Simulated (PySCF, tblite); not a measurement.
C3H4NP.
Structure used (GFN2-xTB), in Å, numbered top down from 1:
```xyz
9
C3H4NP angstrom
C      1.5649    0.5374   -0.1572
P      0.6651   -0.4116    0.8663
C     -0.8575   -0.7868   -0.2037
C     -1.2758    0.3543   -0.9554
N     -1.5819    1.2845   -1.5472
H      1.2533    0.8396   -1.1434
H      2.5188    0.9092    0.1773
H     -1.6698   -1.1138    0.4518
H     -0.6036   -1.6067   -0.8825
```

Computed with CAM-B3LYP/def2-SVPD in PySCF (dipole) on a GFN2-xTB geometry, gas phase.

Take the most abundant isotopes and a rigid rotor. The values belong to one conformer with, in the numbering `[CH2:1]=[P:2][CH2:3][C:4]#[N:5]`, C1–P2–C3–C4 -40°.

(1) What are A, B and C (GHz)?

(2) What kind of rotor is it?

(3) Is it planar, by Δ = Ic − Ia − Ib?

(4) List the rotational levels J(Ka,Kc) to J = 3 (MHz).

(5) Which types of transition are allowed, and where do some lines up to J = 4 fall?

(6) Estimate the classical rotational partition function at 25 K, 50 K and 500 K.

Answers

(1) Ia = 59.25, Ib = 179.05, Ic = 225.76 u·Å²; 505379 MHz·u·Å²/I gives 8530, 2823 and 2239 MHz, that is A = 8.5301, B = 2.8225, C = 2.2386 GHz.

(2) An asymmetric top: κ = (2 × 2823 − 8530 − 2239)/(8530 − 2239) = -0.81.

(3) Not planar: Δ = Ic − Ia − Ib = -12.55 u·Å². For a rigid frame Δ = −2 Σ m c², so Σ m c² = 6.27 u·Å² lies off the ab plane: 2.47 from hydrogen and 3.80 from heavier atoms. The atom farthest from that plane is 1.39 Å away.

(4) Above 0(0,0):
J = 1: 1(0,1) 5061, 1(1,1) 10769, 1(1,0) 11353
J = 2: 2(0,2) 15141, 2(1,2) 20307, 2(1,1) 22059, 2(2,1) 39181, 2(2,0) 39224
J = 3: 3(0,3) 30155, 3(1,3) 34589, 3(1,2) 38090, 3(2,2) 54365, 3(2,1) 54576, 3(3,1) 84388, 3(3,0) 84390
The levels of one J sum to (2J + 1)J(J + 1)(A + B + C)/3.

(5) The dipole components are |μa| = 2.47 D, |μb| = 1.67 D, |μc| = 1.16 D. Intensities carry the squares of the components, which stand as 1.00 : 0.46 : 0.22 (a : b : c). Some lines, for components of 0.1 D or more:

| type | branch | J(Ka,Kc) | MHz | lower level (cm⁻¹) |
| --- | --- | --- | --- | --- |
| a | Q | 4(2,2) ← 4(2,3) | 624 | 2.488 |
| a | Q | 3(1,2) ← 3(1,3) | 3501 | 1.154 |
| b | R | 2(0,2) ← 1(1,1) | 4372 | 0.359 |
| b | R | 4(1,3) ← 3(2,2) | 5047 | 1.813 |
| a | R | 1(0,1) ← 0(0,0) | 5061 | 0.000 |
| a | R | 2(1,2) ← 1(1,1) | 9538 | 0.359 |
| a | R | 2(0,2) ← 1(0,1) | 10080 | 0.169 |
| a | R | 2(1,1) ← 1(1,0) | 10706 | 0.379 |
| a | R | 3(1,3) ← 2(1,2) | 14282 | 0.677 |
| a | R | 3(2,1) ← 2(2,0) | 15352 | 1.308 |
| a | R | 3(1,2) ← 2(1,1) | 16032 | 0.736 |
| a | R | 4(3,2) ← 3(3,1) | 20324 | 2.815 |
| a | R | 4(3,1) ← 3(3,0) | 20336 | 2.815 |
| a | R | 4(2,2) ← 3(2,1) | 20624 | 1.820 |
| b | Q | 4(2,3) ← 4(1,4) | 20990 | 1.787 |
| a | R | 4(1,3) ← 3(1,2) | 21321 | 1.271 |
| b | Q | 3(3,1) ← 3(2,2) | 30023 | 1.813 |
| c | R | 3(2,2) ← 2(1,2) | 34058 | 0.677 |
| c | R | 4(2,3) ← 3(1,3) | 39987 | 1.154 |
| b | Q | 4(4,0) ← 4(3,1) | 41911 | 3.493 |
| b | R | 4(3,1) ← 3(2,2) | 50361 | 1.813 |
| b | R | 4(4,1) ← 3(3,0) | 62246 | 2.815 |
| b | R | 4(4,0) ← 3(3,1) | 62249 | 2.815 |

(6) Point group C1, symmetry number σ = 1; q = (√π/σ)·√((kT/h)³/(ABC)), k/h = 20836.6 MHz/K: 2870 at 25 K, 8120 at 50 K, 257000 at 500 K.

Its GFN2-xTB frequencies are all real (lowest 34 cm⁻¹). Constants of a rigid frame at the computed geometry: no zero-point averaging, no centrifugal distortion. Quadrupole hyperfine structure (14N) is left out.
